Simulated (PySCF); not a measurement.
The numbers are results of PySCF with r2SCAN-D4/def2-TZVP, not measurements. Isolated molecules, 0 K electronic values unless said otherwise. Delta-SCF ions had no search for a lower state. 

Reference species (SMILES): `CN` (neutral, multiplicity 1).

```yaml
vertical ionisation energy (Delta-SCF): 9.45 eV
HOMO–LUMO gap: 6.82 eV
```

Changed species: `C` (0 of 4 H replaced by NH2; the reference has 1 of 4 H replaced by NH2).

Problem. What does the change do to the vertical ionisation energy (Delta-SCF) and HOMO–LUMO gap?

Solution. the vertical ionisation energy (Delta-SCF) goes up by 4.55 eV, to 14.00 eV; the HOMO–LUMO gap rises by 4.96 eV, to 11.78 eV.
